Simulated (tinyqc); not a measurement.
Worked calculation: Hueckel theory of the pi electrons, for the molecule C1=CC=C1 (SMILES; centres numbered as the heavy atoms are written). Computed by tinyqc, a small Python program that keeps every step. Settings: charge = 0. Command: `OMP_NUM_THREADS=1 python tinyqc.py 21202 21203 out.jsonl` (the two numbers bound the seeds that draw the settings). One thread of a shared host (Intel(R) Xeon(R) Processor @ 2.60GHz), about 0.01 s of CPU time with the checks.

## The Hueckel matrix

Centres:
```
centre  z_r, pi electrons of the neutral centre         h
1C                                            1  0.000000
2C                                            1  0.000000
3C                                            1  0.000000
4C                                            1  0.000000
```

Bonds:
```
i  j  k
1  2  1
2  3  1
3  4  1
4  1  1
```

H_rr = alpha + h_r beta, H_rs = k_rs beta for bonded centres.

Hueckel matrix in units of beta (H = alpha + beta A), order 1C, 2C, 3C, 4C:
$$\begin{pmatrix}
0.000000 & 1.000000 & 0.000000 & 1.000000 \\
1.000000 & 0.000000 & 1.000000 & 0.000000 \\
0.000000 & 1.000000 & 0.000000 & 1.000000 \\
1.000000 & 0.000000 & 1.000000 & 0.000000
\end{pmatrix}$$

## Orbitals

pi electrons, sum of z_r less the charge = 4

Diagonalise; E = alpha + x beta with beta < 0, so the largest x are filled first; degenerate levels share their electrons. P = sum n_i c_ri c_si; each orbital has its largest coefficient positive (the first on a tie).

x values: [2.000000, 0.000000, 0.000000, -2.000000]

occupations: [2.000000, 1.000000, 1.000000, 0.000000]

coefficients, order 1C, 2C, 3C, 4C:
$$\begin{pmatrix}
0.500000 & 0.705067 & 0.053675 & 0.500000 \\
0.500000 & -0.053675 & 0.705067 & -0.500000 \\
0.500000 & -0.705067 & -0.053675 & 0.500000 \\
0.500000 & 0.053675 & -0.705067 & -0.500000
\end{pmatrix}$$

charge and bond-order matrix P, order 1C, 2C, 3C, 4C:
$$\begin{pmatrix}
1.000000 & 0.500000 & 0.000000 & 0.500000 \\
0.500000 & 1.000000 & 0.500000 & 0.000000 \\
0.000000 & 0.500000 & 1.000000 & 0.500000 \\
0.500000 & 0.000000 & 0.500000 & 1.000000
\end{pmatrix}$$

Within a degenerate level the vectors are fixed only up to a rotation; this is one choice.

## Energy, charges, bond orders

E = sum n x; q_r = z_r - P_rr; bond order p = P_rs; free valence = sqrt(3) - sum of p over the bonds of the atom.

pi energy = 4 alpha + this times beta = 4.000000

pi charges: 1C 0.000000, 2C 0.000000, 3C 0.000000, 4C 0.000000

Bond orders and lengths from R = 1.517 - 0.180 p (angstrom, C-C alone):
```
bond         p         R
1-2   0.500000  1.427000
2-3   0.500000  1.427000
3-4   0.500000  1.427000
4-1   0.500000  1.427000
```

free valence of the carbons: 1C 0.732051, 2C 0.732051, 3C 0.732051, 4C 0.732051

gap between the highest filled and the next level = 2.000000 |beta|
